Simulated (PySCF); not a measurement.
# Electric field gradients and quadrupole coupling constants

Thiocyanic acid, CHNS.
Structure used (PBE0-D3(BJ)/def2-TZVP), in Å, numbered top down from 1:
```xyz
4
CHNS angstrom
N      1.770   -0.088   -0.448
C      0.632    0.100   -0.429
S     -1.016    0.445   -0.473
H     -1.348   -0.482    0.445
```

Field gradients from the PBE0/pcSseg-2 density (PySCF, non-relativistic), principal values in atomic units, ordered |Vxx| ≤ |Vyy| ≤ |Vzz|:

| atom | Vxx | Vyy | Vzz |
| --- | --- | --- | --- |
| N1 | 0.2601 | 0.6836 | -0.9437 |
| S3 | 0.3401 | 2.4982 | -2.8383 |

Task: Find the asymmetry η = (Vxx − Vyy)/Vzz and the couplings χ = eQV/h (234.96 MHz × Q in barn × V in au), with Q(14N) = 0.02044 b, Q(33S) = −0.0678 b.

Result: 
```tsv
atom	environment	nucleus	η	χzz (MHz)	χxx (MHz)	χyy (MHz)
N1	cyano nitrogen	14N	0.45	-4.532	1.249	3.283
S3	sulfur bonded to C and H	33S	0.76	45.22	-5.42	-39.80
```

The tensor is traceless: Vxx + Vyy + Vzz = 0.

Task: What is Vzz at N1 in SI units (1 au = 9.71736 × 10²¹ V/m²)?

Result: -0.9437 au = -9.171 × 10²¹ V/m².

Task: And the gradient at the other heavy atoms, for which no coupling is worked out here?

Result: 
```json
{"atom": "C2", "environment": "cyano carbon", "Vzz (au)": "-0.260", "η": "0.20"}
```

Isolated species at its PBE0-D3(BJ)/def2-TZVP geometry, gas phase.
